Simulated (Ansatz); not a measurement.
A nudged elastic band was laid between two geometries of CH$_{5}$NSi (8 atoms, charge 0, multiplicity 1).

These are results of RKS PBE-D4/def2-SVP in Ansatz, not measurements.

```json
{"movable images": "7", "climbing image": "yes", "spring": "5.0 eV/Å²", "optimiser": "quadratic models (default)", "start path": "through a guess of the saddle point", "force threshold": "0.05 eV/Å", "iteration limit": "60", "end points": "relaxed"}
```

Initial state:

```xyz
8
Properties=species:S:1:pos:R:3
N -1.547 0.183 -0.693
C -0.280 0.392 -0.654
Si 0.711 -0.422 0.765
H -1.977 0.677 -1.501
H 0.264 1.026 -1.403
H 0.219 0.098 2.087
H 2.174 -0.097 0.621
H 0.528 -1.913 0.722
```

Final state:

```xyz
8
Properties=species:S:1:pos:R:3
N -0.882 0.575 -0.160
C 0.555 0.547 -0.555
Si -0.002 -0.632 0.776
H -1.558 0.338 -0.894
H 0.828 0.106 -1.536
H 0.108 -0.384 2.245
H 1.116 1.477 -0.339
H -0.073 -2.083 0.408
```

Problem. What changes between the two ends?

Solution. Bonds broken: Si3–H7. Bonds formed: N1–Si3, C2–H7.

Problem. What energy profile does the band end with?

Solution. The forces met the threshold. The highest image is number 5 of 0 to 8, 284.8 kJ/mol above the first end and 278.1 kJ/mol above the last; the last end lies 6.7 kJ/mol above the first. A structure lower than the first end lies on the path between it and the top, so the climb from that side starts below the end, which may itself be a saddle point or a shallow side well. Neighbouring images differ by up to 1.8 eV, so the band resolves the path poorly. A vibrational analysis at the climbing image gives one clearly imaginary mode, 857i cm⁻¹: a first-order saddle point. The orbitals stay closed-shell, which can raise the energy where a bond breaks towards radicals; this wasn't checked here.

| image | path coordinate (Å) | energy (kJ/mol) | Si3–H7 (Å) | N1–Si3 (Å) | C2–H7 (Å) |
| --- | --- | --- | --- | --- | --- |
| 0 | 0.00 | 0.0 | 1.51 | 2.75 | 2.81 |
| 1 | 0.75 | -0.7 | 1.51 | 2.77 | 2.80 |
| 2 | 1.50 | -1.5 | 1.51 | 2.78 | 2.79 |
| 3 | 2.25 | 21.8 | 1.51 | 2.71 | 2.43 |
| 4 | 3.00 | 132.3 | 1.59 | 2.64 | 1.87 |
| 5 | 3.76 | 284.8 | 2.01 | 2.68 | 1.22 |
| 6 | 4.83 | 112.1 | 2.34 | 1.92 | 1.10 |
| 7 | 5.90 | 10.2 | 2.57 | 1.75 | 1.11 |
| 8 | 6.97 | 6.7 | 2.63 | 1.76 | 1.11 |

Problem. What is the geometry of the highest image?

Solution. 
```xyz
8
Properties=species:S:1:pos:R:3
N -1.326 0.490 -0.594
C 0.013 0.178 -0.650
Si 0.549 -0.773 0.853
H -1.444 1.458 -0.957
H 0.577 0.089 -1.613
H -0.200 -0.309 2.062
H 0.777 0.969 -0.121
H 1.145 -2.161 0.963
```

The band took 22 iterations and about 4 core-minutes.

Time of the run: 4.1 min on 1 thread of Arm Neoverse V1 (shared host), peak memory 0.13 GiB.
